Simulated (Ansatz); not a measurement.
```yaml
crystal:
  periodic: [false, false, false]
  atoms:
    - {symbol: Al, position_ang: [-1.889624, -0.234613, -0.000397]}
    - {symbol: B, position_ang: [-0.060088, 0.489594, 0.004829]}
    - {symbol: Si, position_ang: [1.734550, 0.002822, -0.001706]}
    - {symbol: H, position_ang: [2.895881, 0.950436, 0.006364]}
basis:
  gaussian: {orbitals: def2-TZVP}
magnetization: {spin_polarized: true, initial_magnetization: 3}
hamiltonian: {xc: pbe0}
relax: {f_tol: 0.004, max_steps: 80}
```

```sh
$ ansatz run in.yaml --threads 1 --pin off --events-out ev --progress --plain --max-ram 2176MiB
```

Steps of the relaxation (energy above the last step; positions in Å, forces in eV/Å):

```
4
step 1, 314.1 meV
Al   -1.890   -0.235    0.000   -0.731   -0.214    0.013
B    -0.060    0.490    0.005    0.036    0.751   -0.013
Si    1.735    0.003   -0.002    0.808   -1.104   -0.020
H     2.896    0.950    0.006   -0.112    0.566    0.019
```

```
4
step 2, 152.0 meV
Al   -1.891   -0.190    0.006   -0.421   -0.034    0.004
B    -0.007    0.486   -0.004   -0.158    0.319   -0.001
Si    1.780   -0.115   -0.006    0.849   -0.360   -0.006
H     2.799    1.027    0.013   -0.270    0.074    0.002
```

```
4
step 3, 83.0 meV
Al   -1.926   -0.089    0.009    0.111    0.167    0.001
B     0.068    0.417   -0.006   -0.069   -0.384   -0.003
Si    1.901   -0.253   -0.011    0.169    0.738    0.010
H     2.637    1.134    0.017   -0.211   -0.522   -0.009
```

```
4
step 9, 0.0 meV
Al   -1.912    0.145    0.012   -0.001    0.000   -0.001
B     0.119    0.088   -0.006    0.000    0.000    0.001
Si    2.032   -0.247   -0.021    0.000    0.001   -0.001
H     2.442    1.222    0.024    0.000    0.000    0.000
```

Close pairs at the end: Si3–H4 1.527 Å, B2–Si3 1.942 Å, Al1–B2 2.032 Å.

A stationary point of unrestricted PBE0 after 9 steps, with ⟨S²⟩ = 3.757 against 3.75 for a pure state; no frequencies were run, so it isn't proven a minimum. 86 s on 1 thread of Intel Xeon Platinum 8259CL, shared host.
